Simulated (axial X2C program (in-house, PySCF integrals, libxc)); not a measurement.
## SF⁺: cheaper levels and CCSD(T), with spin–orbit coupling

All values were computed with an in-house relativistic program for diatomic molecules. Two-component (2c) means X2C with spin–orbit coupling and atomic mean-field two-electron Coulomb and Gaunt terms. Basis: S dyall-av3z [9s8p3d2f], F dyall-av3z [7s6p3d2f] (cores contracted in-house); Gaussian nuclei, density fitting, unrestricted open shells. Masses: S 31.972 u, F 18.998 u.

State: Ω = 1 (⟨Sz⟩ = 1.00, ⟨Lz⟩ = 0.00 at HF); fragments S+ + F.

```json
{"level": "PBE0", "Re (Å)": "1.515", "ωe (cm⁻¹)": "1033.6", "De (eV)": "3.90"}
{"level": "HF", "Re (Å)": "1.486", "ωe (cm⁻¹)": "1111.2", "De (eV)": "1.53"}
{"level": "CCSD", "Re (Å)": "1.516", "ωe (cm⁻¹)": "1026.5", "De (eV)": "3.30"}
{"level": "BLYP", "Re (Å)": "1.553", "ωe (cm⁻¹)": "929.6", "De (eV)": "4.27"}
```

Correlated methods: 12 electrons correlated (number of frozen shells: S 2 s, 1 p; F 1 s), 196 virtual spin orbitals or spinors in MP2, 90 natural virtuals in coupled cluster.

CCSD(T), same Hamiltonian and basis:

Re = 1.524 Å, ωe = 999.8 cm⁻¹, De = 3.48 eV; T1 = 0.023 (Lee–Taylor normalisation).

(1) Give the differences from CCSD(T) in the columns below.

The state is a single determinant with fixed occupations, the lowest that a limited PBE0 search found. De is counted from the lowest determinant-based energies of the atoms at the same level, without counterpoise correction. Density functionals use the spin component along the axis (collinear). Coupled cluster ran in a truncated set of natural virtual spinors; the MP2 energy of the rest was added. (T) has no such correction and the atoms are truncated less, which lowers De at CCSD(T) by a hundredth of an eV or more. The 2c atoms are single determinants rather than J levels; their spin–orbit lowering is only partly caught, and De is too large by that part. This holds for PBE0, BLYP. The functionals have no current-density term, which raises determinants with orbital currents, atoms included. With several unpaired electrons one determinant need not be a pure state. Open-shell Ω = 0 determinants with evenly filled partner blocks cannot be reached by this program, so the Ω shown need not be the lowest component. This is the Ω = 1 component of a π² triplet; the 0⁺ component is not one determinant and can lie lowest.

Results:

(1) 

```json
{"level": "PBE0", "ΔRe (Å)": "-0.009", "Δωe (cm⁻¹)": "34", "ΔDe (eV)": "0.42"}
{"level": "HF", "ΔRe (Å)": "-0.038", "Δωe (cm⁻¹)": "111", "ΔDe (eV)": "-1.95"}
{"level": "CCSD", "ΔRe (Å)": "-0.008", "Δωe (cm⁻¹)": "27", "ΔDe (eV)": "-0.18"}
{"level": "BLYP", "ΔRe (Å)": "0.029", "Δωe (cm⁻¹)": "-70", "ΔDe (eV)": "0.79"}
```
